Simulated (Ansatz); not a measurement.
We consider hcp Cd, described by PBEsol (Ansatz, a program for electronic structure, plane waves, PAW).

Run with plane-wave cutoff 520 eV, 24×24×10 k mesh (along the axes of the cell as run), Fermi–Dirac smearing 0.05 eV, scalar-relativistic PAW data made under PBE.

Cell (relaxed at this level):

Cd is modelled in the hexagonal space group P6₃/mmc (No. 194), the hcp (Mg type) structure, Pearson symbol hP2. Cell: a = b = 2.950 Å, c = 5.578 Å, α = β = 90.00°, γ = 120.00°. Cd on 2c is surrounded by 6 Cd at 2.950 Å and 6 Cd at 3.268 Å (anticuboctahedral). (Neighbours: up to the widest gap in distance over summed covalent radii, below 1.35, at either atom.)

Question: Give the computed bulk modulus B0.

Answer: 
bulk modulus B0: 54.4 GPa

The run finds no gap.

Measured, for comparison: bulk modulus 53.8 GPa (zero-point energy and finite temperature contributions removed, our sources range from 50.7 to 53.8; as tabulated in doi:10.1021/acs.jctc.3c00612). Computed (rounded) less measured: bulk modulus +1 % (+1 % to +7 % over the range).

Note: the bulk modulus comes from volumes at which shape and atoms were relaxed.

Static lattice: no zero-point or thermal effects.

Computing time: about 5 core-minutes (a rough figure).
